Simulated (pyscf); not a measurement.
Optimised with ωB97X-D3(BJ)/def2-SVP in PySCF.

How much does it cost (ΔH, 298 K, ωB97M-D3(BJ)/def2-TZVP) to split F–CH₂–CH₂–CH₂–F at its C–H bond into F–CH•–CH₂–CH₂–F + H•?

C–H to F–CH•–CH₂–CH₂–F + H•: 99.0 kcal/mol. The 7 functionals that were run give +93.5 (r²SCAN) to +99.0 kcal/mol (ωB97M-D3(BJ)). F–CH•–CH₂–CH₂–F lies 10.8 kcal/mol over its isomer •H₂C–C(CH₃)(F)–F, and others may lie lower still (electronic energy, ωB97M-D3(BJ)).
